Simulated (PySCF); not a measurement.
Gas-phase reaction: SiCl₄ + SiF₂ + 2 F ⇌ 2 SiCl₂F₂

Computed with PySCF (xtb for GFN2) and rigid-rotor harmonic-oscillator thermochemistry at 1 bar. † marks an energy on the PBE0/def2-TZVP geometry and frequencies; other levels use their own. MP2 and CCSD(T) freeze the core. 6-31G* has spherical d functions here. Open shells (unrestricted): F (multiplicity 2, electronic degeneracy 6); the rest are closed-shell singlets. GFN2 has no spin-polarisation term. Spin-orbit splitting is ignored; it lowers the true energy and changes the entropy of F. MP2 isn't extrapolated to the basis-set limit; its ΔH°(298 K) is -1087.9 kJ in def2-SVP and -1170.8 kJ in def2-TZVPP. CCSD(T) isn't extrapolated to the basis-set limit; its ΔH°(298 K) is -1018.7 kJ in def2-SVP and -1104.4 kJ in def2-TZVPP. The harmonic model lacks anharmonicity and excited electronic states, which grow with temperature; levels with a mode under 35 cm⁻¹ are left out.

| level | ΔE electronic, kJ | ΔH°(298 K), kJ | ΔS°(298 K), J/K | ΔG°(1200 K), kJ |
|---|---|---|---|---|
| CCSD(T)/def2-SVP† | -1031 | -1019 | -264 | -699 |
| GFN2-xTB | -1004 | -993 | -254 | -687 |
| HF/6-31G* | -881 | -867 | -265 | -546 |
| M06-2X/def2-TZVP† | -1143 | -1131 | -264 | -812 |
| MP2/def2-TZVPP† | -1183 | -1171 | -264 | -852 |
| PBE0/def2-QZVP† | -1115 | -1102 | -264 | -783 |
| PBE0/def2-TZVP | -1110 | -1098 | -264 | -779 |
| r2SCAN/def2-TZVP† | -1151 | -1138 | -264 | -819 |
| LDA/def2-TZVP† | -1296 | -1283 | -264 | -964 |
| ωB97M-V/def2-TZVP† | -1120 | -1107 | -264 | -788 |
| ωB97X-V/def2-TZVP† | -1130 | -1118 | -264 | -799 |
ΔH° is lowest at LDA/def2-TZVP† and highest at HF/6-31G*. No reference value is set beside these.
